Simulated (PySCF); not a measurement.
Species: C3H2ClF.
Cartesian coordinates in Å at the PBE0-D3(BJ)/def2-SVP level; atoms count from 1:
```
atom  x, y, z in Å
F1     0.450   -1.068   -1.823
C2     0.290   -0.317   -0.777
C3     0.357    0.858   -0.232
C4    -0.153   -0.288    0.600
Cl5   -1.904   -0.398    1.002
H6     0.549    1.926   -0.232
H7     0.415   -0.709    1.441
```

The computed photoelectron lines, unassigned: C 1s: 291.74 (area 1), 293.20 (area 1), 294.09 (area 1) eV; F 1s: 694.42 eV; Cl 1s: 2828.24 eV; Cl 2p3/2: 205.66 eV.

Method used: delta-SCF UKS SCAN, pcX-2 on the ionised atom, pcseg-1 elsewhere, spin-free X2C in PySCF 2.14.0. Geometry: PBE0-D3(BJ)/def2-SVP; no solvent, vibrations or thermal averaging.

Q: Assign the C 1s lines to atoms.

A: 291.74 eV: C3 (alkene CH carbon); 293.20 eV: C4 (sp3 C–Cl carbon); 294.09 eV: C2 (vinylic C–F carbon). The listed C 1s values span 2.35 eV, from C3 (bonded to C (double bond), C and H) to C2 (bonded to F, C (double bond) and C). The widest gap between neighbouring values is 1.46 eV, between 291.74 and 293.20 eV. Summing the Pauling electronegativity differences to the bonded atoms, each weighted by its formal bond order, gives -0.35 for the lowest site and +1.43 for the highest; no listed site has a larger sum than the highest.

Bonded neighbours of each site: F1: C; C2: F, C (double bond) and C; C3: C (double bond), C and H; C4: Cl, 2 C and H; Cl5: C.

Q: Give the binding energy of Cl 2p3/2 of Cl5 in hartree and in kJ/mol.

A: 205.66 eV = 7.5579 Eh = 19843 kJ/mol.

The 2p values aren't plain energy differences: one relaxed spin-free 2p hole is combined with a matrix within the shell (ground-state 2p orbital-energy differences and spin–orbit coupling). 2p3/2, the mean of its two sublevels, lies a third of the splitting below the shell's mean and 2p1/2 two thirds above it; the statistical areas are 2:1. 2p1/2 minus 2p3/2 (ligand field included): Cl 1.65 eV.
